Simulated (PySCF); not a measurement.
## A small calculation by hand: entropy of an ideal gas

CH₃O, SMILES [OH+]=C, charge +1.

Geometry: B3LYP-D3(BJ)/def2-TZVP. The isomer is the one that the SMILES or the coordinates give; other isomers of the formula were not compared.

PySCF with B3LYP-D3(BJ)/def2-TZVP gives the harmonic wavenumbers 1021, 1111, 1246, 1375, 1480, 1666, 3078, 3219, 3555 cm⁻¹ and the rotational temperatures 9.5735, 1.6552, 1.4112 K. The molar mass is 31.03 g/mol, the symmetry number 1, the spin multiplicity 1.

**Question.** Work out the entropy at 298.15 K and 1 atm in the rigid-rotor, harmonic-oscillator model.

**Answer.** 
Translation (Sackur–Tetrode at 1 atm): S = R[1.5 ln M + 2.5 ln T − 1.16487] = 151.6 J/(mol K).
Rotation: q = (√π/σ) T^1.5/√(θA θB θC) = 1930, S = R[ln q + 3/2] = 75.4 J/(mol K).
Vibration: with u = 1.4388 ν/T, each mode gives R[u/(e^u − 1) − ln(1 − e^−u)]:
```tsv
ν (cm⁻¹)	modes	u	S (J/(mol K))
1021	1	4.93	0.36
1111	1	5.36	0.25
1246	1	6.01	0.14
1375	1	6.64	0.08
1480	1	7.14	0.05
1666	1	8.04	0.02
```
The stiffer modes add less than 0.005 each. Sum 0.9 J/(mol K).
Spin: R ln 1 = 0.0 J/(mol K).
Total 227.9 J/(mol K); the program's own thermochemistry gives 227.9. Translation makes up 67 % and vibration 0 %. Anharmonicity, hindered rotation and orbital degeneracy are left out.
